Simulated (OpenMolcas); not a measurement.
# triplet AlH at 4 levels

Aim: a comparison of 4 runs (UHF/6-311G, UM06-2X/6-311G, UPBE0/6-311G, ROMP2/6-311G) of triplet AlH. 

Program for the calculation: OpenMolcas 26.06.

**1. The system as given**

The species is AlH (2 atoms), meant as a triplet with charge 0. As SMILES of the parent species, `[AlH]`. The shape is that of a PBE0-D4/def2-TZVP optimisation. That shape belongs to the parent species and isn't relaxed for this state.

Bond lengths: Al1–H2 1.665 Å.

**2. The energy at UHF/6-311G (run 1)**

Contents of struct.xyz:

```xyz
2

Al     0.000000     0.000000    -0.025640
H      0.000000     0.000000     1.639110
```

Contents of mol.inp:

```
* AlH Hartree-Fock

&GATEWAY
 BASLIB=$CurrDir
 COORD=struct.xyz
 BASIS=6-311G
 GROUP=NoSym

&SEWARD

&SCF
 UHF
 SPIN=3
 THRESHOLDS=1e-10 1e-07 1e-07 1e-05
 PRORBITALS=1 1
```

The basis set 6-311G is read from a file made from the Basis Set Exchange's data (not shown).

Run with:

```console
$ export MOLCAS_MEM=1860
$ pymolcas mol.inp > mol.log
```

Standard output:

```text
--- Start Module: gateway ---
[...]
--- Stop Module: gateway /rc=_RC_ALL_IS_WELL_ ---
--- Start Module: seward ---
[...]
      Basis functions           24
--- Stop Module: seward /rc=_RC_ALL_IS_WELL_ ---
--- Start Module: scf ---
[...]
       Convergence after  24 Iterations
[...]
::    Total SCF energy                               -242.4014267146
[...]
      Total spin, S                                     1.0022734741
[...]
      Total electronic charge=   14.000000
      Total            charge=   -0.000000
[...]
      Dipole Moment (debye):
      Origin of the operator (angstrom)=    0.0000    0.0000    0.0343
                   X= -1.2956E-15               Y= -5.6058E-16               Z= -1.2200E+00           Total=  1.2200E+00
      Quadrupole Moment (debye*angstrom):
[...]
--- Stop Module: scf /rc=_RC_ALL_IS_WELL_ ---
[...]
```

Run time: 1.6 s. Hardware: 1 thread of Arm Neoverse V2, shared host; peak memory 0.37 GiB.

**3. The energy at UM06-2X/6-311G (run 2)**

struct.xyz is that of step 2.

Contents of mol.inp:

```
* AlH Kohn-Sham DFT
>>> EXPORT MOLCAS_PRINT=2

&GATEWAY
  BasLib = $CurrDir
  Coord = struct.xyz
  Basis = 6-311G
  Group = NoSym

&SEWARD
  GridInput
  Grid=UltraFine
  End of Grid

&SCF
  UHF
  Spin = 3
  KSDFT = M062X
  Thresholds = 1e-10 1e-07 1e-07 1e-05
  PrOrbitals = 1 1
```

The basis set 6-311G is read from a file made from the Basis Set Exchange's data (not shown).

Run with:

```console
$ export MOLCAS_MEM=1860
$ pymolcas mol.inp > mol.log
```

Standard output:

```text
--- Start Module: gateway ---
[...]
--- Stop Module: gateway /rc=_RC_ALL_IS_WELL_ ---
--- Start Module: seward ---
[...]
      Basis functions           24
--- Stop Module: seward /rc=_RC_ALL_IS_WELL_ ---
--- Start Module: scf ---
[...]
       Convergence after  45 Iterations
[...]
::    Total KS-DFT energy                            -242.8794115735
[...]
      Total spin, S                                     1.0009532720
[...]
      Total electronic charge=   14.000000
      Total            charge=   -0.000000
[...]
      Dipole Moment (debye):
      Origin of the operator (angstrom)=    0.0000    0.0000    0.0343
                   X=  3.0171E-12               Y= -1.4764E-12               Z= -8.4260E-01           Total=  8.4260E-01
      Quadrupole Moment (debye*angstrom):
[...]
--- Stop Module: scf /rc=_RC_ALL_IS_WELL_ ---
[...]
```

It took 12 s on 1 thread of Arm Neoverse V2, shared host; peak memory 0.37 GiB.

Run 3 isn't shown in full; the table further down has it.

**4. The energy at ROMP2/6-311G (run 4)**

struct.xyz is that of step 3.

Contents of mol.input:

```
* AlH ROMP2
>>> EXPORT MOLCAS_PRINT=2

&GATEWAY
 BasLib=$CurrDir
 Coord=struct.xyz
 Basis=6-311G
 Group=NoSym

&SEWARD

&SCF
 UHF
 Spin=3
 Thresholds=1e-10 1e-07 1e-07 1e-05
 PrOrbitals=1 1

&RASSCF
 FileOrb=$Project.UnaOrb
 Spin=3
 Nactel=2 0 0
 Inactive=6
 Ras2=2
 OutOrbitals=Canonical
 OrbListing=Nothing

&CASPT2
 IPEA=0.0
 Frozen=5
```

The basis set 6-311G is read from a file made from the Basis Set Exchange's data (not shown).

Run with:

```console
$ export MOLCAS_MEM=1860
$ pymolcas mol.input > mol.log
```

Standard output:

```text
--- Start Module: gateway ---
[...]
--- Stop Module: gateway /rc=_RC_ALL_IS_WELL_ ---
[...]
      Basis functions           24
[...]
       Convergence after  24 Iterations
[...]
::    Total SCF energy                               -242.4014267146
[...]
      Total spin, S                                     1.0022734741
[...]
--- Start Module: rasscf ---
[...]
      Number of active orbitals                  2
[...]
      Spin quantum number                      1.0
[...]
      Active orbitals                            2
[...]
      Number of CSFs                             1
[...]
      Number of root(s) required                 1
[...]
      Convergence after 10 iterations
[...]
      printout of CI-coefficients larger than  0.05 for root  1
      energy=    -242.400422
      conf/sym  11     Coeff  Weight
             1  uu   1.00000 1.00000
      Natural orbitals and occupation numbers for root  1
      sym 1:   1.000000   1.000000
      ************************************************************************************************************************
      *                                                    Final results                                                     *
[...]
::    RASSCF root number  1 Total energy:   -242.40042204
[...]
      Total electronic charge=   14.000000
      Total            charge=   -0.000000
[...]
      Dipole Moment (debye):
      Origin of the operator (angstrom)=    0.0000    0.0000    0.0343
                   X= -7.1624E-08               Y=  2.8010E-09               Z= -1.2735E+00           Total=  1.2735E+00
      Quadrupole Moment (debye*angstrom):
[...]
--- Stop Module: rasscf /rc=_RC_ALL_IS_WELL_ ---
--- Start Module: caspt2 ---
[...]
 ###    WARNING: User changed nr of frozen orbitals.                         ###
 ###############################################################################
[...]
      E2 (Variational):          -0.0217191591
      Total energy:            -242.4221412031
[...]
      Reference weight:           0.98352
[...]
::    CASPT2 Root  1     Total energy:   -242.42214120
[...]
--- Stop Module: caspt2 /rc=_RC_ALL_IS_WELL_ ---
[...]
```

Wall time 2.3 s (1 thread of Arm Neoverse V2, shared host); peak memory 0.37 GiB.

**5. The series**

| run | level | integration grid | frozen core orbitals | energy (Eh) | dipole moment (D) | HOMO energy (eV) | LUMO energy (eV) | wall time |
| --- | --- | --- | --- | --- | --- | --- | --- | --- |
| 1 | UHF/6-311G | – | – | -242.401427 | 1.22 | -6.35 | -0.09 | 1.6 s |
| 2 | UM06-2X/6-311G | UltraFine | – | -242.879412 | 0.84 | -4.72 | -4.06 | 12 s |
| 3 | UPBE0/6-311G | UltraFine | – | -242.790719 | 0.75 | -4.27 | -3.59 | 5.4 s |
| 4 | ROMP2/6-311G | – | 5 | -242.422141 | – | – | – | 2.3 s |

**6. What came out**

| quantity | value |
| --- | --- |
| run 4: total energy | -242.42214 Eh |

**Reading.** Over runs 1, 2, 3 the dipole moment (its size) runs from 0.75 D (UPBE0/6-311G) to 1.22 D (UHF/6-311G). Totals of different functionals can't be ranked against each other. All runs together took 21 s, the longest 12 s.
